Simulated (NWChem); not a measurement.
System: trimethylamine (C3H9N); SMILES CN(C)C

Output (shortened):

```
             Northwest Computational Chemistry Package (NWChem) 7.3.0
             --------------------------------------------------------

 C3V symmetry detected

                             Geometry "geometry" -> ""
                             -------------------------

 Output coordinates in angstroms (scale by  1.889725989 to convert to a.u.)

  No.       Tag          Charge          X              Y              Z
 ---- ---------------- ---------- -------------- -------------- --------------
    1 C                    6.0000     0.98238128     0.98238128     0.05640256
    2 N                    7.0000     0.00000000     0.00000000    -0.35394944
    3 C                    6.0000    -1.34195779     0.35957651     0.05640256
    4 C                    6.0000     0.35957651    -1.34195779     0.05640256
    5 H                    1.0000     1.08032222     1.08032222     1.17373456
    6 H                    1.0000     0.71369176     1.98206167    -0.34313394
    7 H                    1.0000     1.98206167     0.71369176    -0.34313394
    8 H                    1.0000    -1.47574759     0.39542538     1.17373456
    9 H                    1.0000    -2.07336163    -0.37295564    -0.34313394
   10 H                    1.0000    -1.60910603     1.35966988    -0.34313394
   11 H                    1.0000     0.39542538    -1.47574759     1.17373456
   12 H                    1.0000    -0.37295564    -2.07336163    -0.34313394
   13 H                    1.0000     1.35966988    -1.60910603    -0.34313394

 Effective nuclear repulsion energy (a.u.)     137.8611776882

      Symmetry information
      --------------------

 Group name             C3v
 Group number             17
 Group order               6
 No. of unique centers     4

                                Z-matrix (autoz)
                                --------

 Units are Angstrom for bonds and degrees for angles

      Type          Name      I     J     K     L     M      Value
      ----------- --------  ----- ----- ----- ----- ----- ----------
    1 Stretch                  1     2                       1.44863
    2 Stretch                  1     5                       1.12588
    3 Stretch                  1     6                       1.10959
    4 Stretch                  1     7                       1.10959
    5 Stretch                  2     3                       1.44863
    6 Stretch                  2     4                       1.44863
    7 Stretch                  3     8                       1.12588
    8 Stretch                  3     9                       1.10959
    9 Stretch                  3    10                       1.10959
   10 Stretch                  4    11                       1.12588
   11 Stretch                  4    12                       1.10959
   12 Stretch                  4    13                       1.10959
   13 Bend                     1     2     3               112.31128
   14 Bend                     1     2     4               112.31128
   15 Bend                     2     1     5               113.52197
   16 Bend                     2     1     6               110.16712
   17 Bend                     2     1     7               110.16712
   18 Bend                     2     3     8               113.52197
   19 Bend                     2     3     9               110.16712
   20 Bend                     2     3    10               110.16712
   21 Bend                     2     4    11               113.52197
   22 Bend                     2     4    12               110.16712
   23 Bend                     2     4    13               110.16712
   24 Bend                     3     2     4               112.31128
   25 Bend                     5     1     6               107.45957
   26 Bend                     5     1     7               107.45957
   27 Bend                     6     1     7               107.85918
   28 Bend                     8     3     9               107.45957
   29 Bend                     8     3    10               107.45957
   30 Bend                     9     3    10               107.85918
   31 Bend                    11     4    12               107.45957
   32 Bend                    11     4    13               107.45957
   33 Bend                    12     4    13               107.85918
   34 Torsion                  1     2     3     8         -63.86578
   35 Torsion                  1     2     3     9         175.57300
   36 Torsion                  1     2     3    10          56.69543
   37 Torsion                  1     2     4    11          63.86578
   38 Torsion                  1     2     4    12        -175.57300
   39 Torsion                  1     2     4    13         -56.69543
   40 Torsion                  3     2     1     5          63.86578
   41 Torsion                  3     2     1     6         -56.69543
   42 Torsion                  3     2     1     7        -175.57300
   43 Torsion                  3     2     4    11         -63.86578
   44 Torsion                  3     2     4    12          56.69543
   45 Torsion                  3     2     4    13         175.57300
   46 Torsion                  4     2     1     5         -63.86578
   47 Torsion                  4     2     1     6         175.57300
   48 Torsion                  4     2     1     7          56.69543
   49 Torsion                  4     2     3     8          63.86578
   50 Torsion                  4     2     3     9         -56.69543
   51 Torsion                  4     2     3    10        -175.57300

  xc_inp: hfexch multiplicative factor not found.

                           NWChem Geometry Optimization
                           ----------------------------

 maximum gradient threshold         (gmax) =   0.000450
 rms gradient threshold             (grms) =   0.000300
 maximum cartesian step threshold   (xmax) =   0.001800
 rms cartesian step threshold       (xrms) =   0.001200
 fixed trust radius                (trust) =   0.300000
 source of zmatrix                         =   autoz

          -------------------
          Energy Minimization
          -------------------

 Using diagonal initial Hessian
 Scaling for Hessian diagonals: bonds = 1.00  angles = 0.25  torsions = 0.10

          --------
          Step   0

                                 NWChem DFT Module
                                 -----------------

 Summary of "ao basis" -> "ao basis" (spherical)
 ------------------------------------------------------------------------------
       Tag                 Description            Shells   Functions and Types
 ---------------- ------------------------------  ------  ---------------------
 C                           sto-3g                  3        5   2s1p
 N                           sto-3g                  3        5   2s1p
 H                           sto-3g                  1        1   1s

[...]

      ----------------------
      Optimization converged
      ----------------------

  Step       Energy      Delta E   Gmax     Grms     Xrms     Xmax
  ---- ---------------- -------- -------- -------- -------- --------
@    6    -171.19192238 -1.9D-07  0.00001  0.00001  0.00037  0.00098
                                     ok       ok       ok       ok

                                Z-matrix (autoz)
                                --------

 Units are Angstrom for bonds and degrees for angles

      Type          Name      I     J     K     L     M      Value     Gradient
      ----------- --------  ----- ----- ----- ----- ----- ---------- ----------
    1 Stretch                  1     2                       1.48530    0.00001
    2 Stretch                  1     5                       1.09376    0.00001
    3 Stretch                  1     6                       1.08853    0.00001
    4 Stretch                  1     7                       1.08853    0.00001
    5 Stretch                  2     3                       1.48530    0.00001
    6 Stretch                  2     4                       1.48530    0.00001
    7 Stretch                  3     8                       1.09376    0.00001
    8 Stretch                  3     9                       1.08853    0.00001
    9 Stretch                  3    10                       1.08853    0.00001
   10 Stretch                  4    11                       1.09376    0.00001
   11 Stretch                  4    12                       1.08853    0.00001
   12 Stretch                  4    13                       1.08853    0.00001
   13 Bend                     1     2     3               110.28581    0.00000
   14 Bend                     1     2     4               110.28581    0.00000
   15 Bend                     2     1     5               112.95720    0.00000
   16 Bend                     2     1     6               109.24397   -0.00000
   17 Bend                     2     1     7               109.24397   -0.00000
   18 Bend                     2     3     8               112.95720    0.00000
   19 Bend                     2     3     9               109.24397   -0.00000
   20 Bend                     2     3    10               109.24397   -0.00000
   21 Bend                     2     4    11               112.95720    0.00000
   22 Bend                     2     4    12               109.24397   -0.00000
   23 Bend                     2     4    13               109.24397   -0.00000
   24 Bend                     3     2     4               110.28581    0.00000
   25 Bend                     5     1     6               108.41368    0.00000
   26 Bend                     5     1     7               108.41368    0.00000
   27 Bend                     6     1     7               108.47073   -0.00000
   28 Bend                     8     3     9               108.41368    0.00000
   29 Bend                     8     3    10               108.41368    0.00000
   30 Bend                     9     3    10               108.47073   -0.00000
   31 Bend                    11     4    12               108.41368    0.00000
   32 Bend                    11     4    13               108.41368    0.00000
   33 Bend                    12     4    13               108.47073   -0.00000
   34 Torsion                  1     2     3     8         -61.02632   -0.00000
   35 Torsion                  1     2     3     9         178.22828   -0.00000
   36 Torsion                  1     2     3    10          59.71908    0.00000
   37 Torsion                  1     2     4    11          61.02632    0.00000
   38 Torsion                  1     2     4    12        -178.22828    0.00000
   39 Torsion                  1     2     4    13         -59.71908   -0.00000
   40 Torsion                  3     2     1     5          61.02632    0.00000
   41 Torsion                  3     2     1     6         -59.71908   -0.00000
   42 Torsion                  3     2     1     7        -178.22828    0.00000
   43 Torsion                  3     2     4    11         -61.02632   -0.00000
   44 Torsion                  3     2     4    12          59.71908    0.00000
   45 Torsion                  3     2     4    13         178.22828   -0.00000
   46 Torsion                  4     2     1     5         -61.02632   -0.00000
   47 Torsion                  4     2     1     6         178.22828   -0.00000
   48 Torsion                  4     2     1     7          59.71908    0.00000
   49 Torsion                  4     2     3     8          61.02632    0.00000
   50 Torsion                  4     2     3     9         -59.71908   -0.00000
   51 Torsion                  4     2     3    10        -178.22828    0.00000

[...]

 Rotational Constants
 --------------------
 A=   0.283072 cm-1  (  0.407269 K)
 B=   0.283072 cm-1  (  0.407269 K)
 C=   0.160686 cm-1  (  0.231187 K)

 Temperature                      =   298.15K
 frequency scaling parameter      =   1.0000

 Zero-Point correction to Energy  =   89.911 kcal/mol  (  0.143283 au)
 Thermal correction to Energy     =   93.154 kcal/mol  (  0.148451 au)
 Thermal correction to Enthalpy   =   93.747 kcal/mol  (  0.149395 au)

 Total Entropy                    =   67.918 cal/mol-K
   - Translational                =   38.132 cal/mol-K (mol. weight =  59.0735)
   - Rotational                   =   22.149 cal/mol-K (symmetry #  =        3)
   - Vibrational                  =    7.638 cal/mol-K

 Cv (constant volume heat capacity) =   17.061 cal/mol-K
   - Translational                  =    2.979 cal/mol-K
   - Rotational                     =    2.979 cal/mol-K
   - Vibrational                    =   11.102 cal/mol-K

[normal modes left out]

 ----------------------------------------------------------------------------
 Normal Eigenvalue ||           Projected Infra Red Intensities
  Mode   [cm**-1]  || [atomic units] [(debye/angs)**2] [(KM/mol)] [arbitrary]
 ------ ---------- || -------------- ----------------- ---------- -----------
    1       -0.000 ||    0.000002           0.000         0.002       0.005
    2       -0.000 ||    0.000686           0.016         0.669       1.829
    3       -0.000 ||    0.000005           0.000         0.005       0.013
    4        0.000 ||    0.000000           0.000         0.000       0.000
    5        0.000 ||    0.000641           0.015         0.625       1.709
    6        0.000 ||    0.000523           0.012         0.510       1.395
    7      250.538 ||    0.000000           0.000         0.000       0.000
    8      276.909 ||    0.000277           0.006         0.270       0.739
    9      276.909 ||    0.000277           0.006         0.270       0.739
   10      409.727 ||    0.009585           0.221         9.344      25.560
   11      460.715 ||    0.000075           0.002         0.073       0.200
   12      460.715 ||    0.000075           0.002         0.073       0.200
   13      954.599 ||    0.006691           0.154         6.523      17.843
   14     1219.318 ||    0.000000           0.000         0.000       0.000
   15     1227.738 ||    0.005087           0.117         4.960      13.567
   16     1227.738 ||    0.005087           0.117         4.960      13.567
   17     1274.640 ||    0.006961           0.161         6.786      18.564
   18     1274.640 ||    0.006961           0.161         6.786      18.564
   19     1399.885 ||    0.010514           0.243        10.250      28.039
   20     1533.015 ||    0.000052           0.001         0.051       0.140
   21     1533.015 ||    0.000052           0.001         0.051       0.140
   22     1736.567 ||    0.010873           0.251        10.600      28.997
   23     1736.567 ||    0.010873           0.251        10.600      28.997
   24     1771.136 ||    0.000011           0.000         0.010       0.028
   25     1815.183 ||    0.005493           0.127         5.355      14.648
   26     1815.183 ||    0.005493           0.127         5.355      14.648
   27     1824.166 ||    0.008223           0.190         8.016      21.929
   28     1827.542 ||    0.000000           0.000         0.000       0.000
   29     1833.703 ||    0.001659           0.038         1.617       4.423
   30     1833.703 ||    0.001659           0.038         1.617       4.423
   31     3533.709 ||    0.008434           0.195         8.222      22.492
   32     3533.709 ||    0.008434           0.195         8.222      22.492
   33     3534.071 ||    0.009406           0.217         9.170      25.084
   34     3704.862 ||    0.000022           0.001         0.021       0.058
   35     3704.862 ||    0.000022           0.001         0.021       0.058
   36     3705.794 ||    0.019574           0.452        19.081      52.199
   37     3742.290 ||    0.000000           0.000         0.000       0.000
   38     3745.411 ||    0.001257           0.029         1.226       3.353
   39     3745.411 ||    0.001257           0.029         1.226       3.353
 ----------------------------------------------------------------------------
```

Level: Hartree-Fock/STO-3G. 

**Question.** Which NWChem input produces such a log?

**Answer.** One answer among several that fit: the input that was run:
```
start job
memory heap 200 mb stack 900 mb global 1100 mb
geometry units angstroms
  C      0.346088    -1.345499     0.058669
  N      0.000000     0.000000    -0.351683
  C      0.992193     0.972471     0.058669
  C     -1.338281     0.373029     0.058669
  H      0.380859    -1.479574     1.176001
  H      1.343344    -1.622772    -0.341066
  H     -0.393889    -2.069478    -0.340669
  H      1.090919     1.069620     1.176001
  H      0.733690     1.974756    -0.341066
  H      1.989165     0.693621    -0.340669
  H     -1.471778     0.409954     1.176001
  H     -1.595276     1.375857    -0.340669
  H     -2.077033    -0.351984    -0.341066
end
basis spherical
  * library sto-3g
end
dft
  xc hfexch
  iterations 150
end
driver
  maxiter 120
end
task dft optimize
task dft freq
```
